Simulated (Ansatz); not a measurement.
**BClH2Mg: a dynamics run in two tries**

The task is a short trajectory. SMILES of the start: [BH2][Mg][Cl].

Program: Ansatz 0.2.0. Level of theory: RKS PBE-D4/6-31G*. These are calculated values, not measurements.

## 1. The starting structure

Bond lengths: B1–Mg2 2.277 Å, Mg2–Cl3 2.230 Å, B1–H4 1.210 Å, B1–H5 1.210 Å. Angles: B1–Mg2–Cl3 179.9°, Mg2–B1–H4 122.7°, Mg2–B1–H5 122.6°, H4–B1–H5 114.6°.

As a file:

```xyz
5

B    -0.7639    0.5932   -0.5144
Mg    0.8236   -0.6419    0.5528
Cl    2.3788   -1.8476    1.6018
H    -1.6988    0.0939   -1.0974
H    -0.7398    1.8023   -0.5428
```

## 2. First try

Contents of input.yaml:

```yaml
crystal:
  periodic: [false, false, false]
  atoms:
    - { symbol: B, position_ang: [-0.763899, 0.593239, -0.514413] }
    - { symbol: Mg, position_ang: [0.823648, -0.641929, 0.552834] }
    - { symbol: Cl, position_ang: [2.378839, -1.847559, 1.601757] }
    - { symbol: H, position_ang: [-1.69877, 0.093937, -1.097383] }
    - { symbol: H, position_ang: [-0.739819, 1.802302, -0.542796] }
basis:
  gaussian: { orbitals: "6-31G*" }
hamiltonian:
  xc: pbe
  dispersion: d4
md:
  timestep: 0.5
  n_steps: 25
  ensemble: nvt_nose_hoover
  temperature: 300.0
  initial_velocities: maxwell_boltzmann
  seed: 661003
  nose_hoover: { tau: 300.0, chain_length: 5 }
  masses: [{ species: B, mass: 0.0 }]
scf:
  lower_state_search: "off"
```

Started as:

```console
ansatz run input.yaml --threads 2 --pin off --max-ram 3072MiB --backend cpu --events-out ev --progress --plain --runs-dir out
```

**Question.** What will these runs give? Wanted: first try.

The runs gave:

| quantity | value |
| --- | --- |
| first try | refused |
| cause | an atom is given no mass, so any force would accelerate it without limit |

In words: The fault in the first input was caught at the input check and cost nothing.
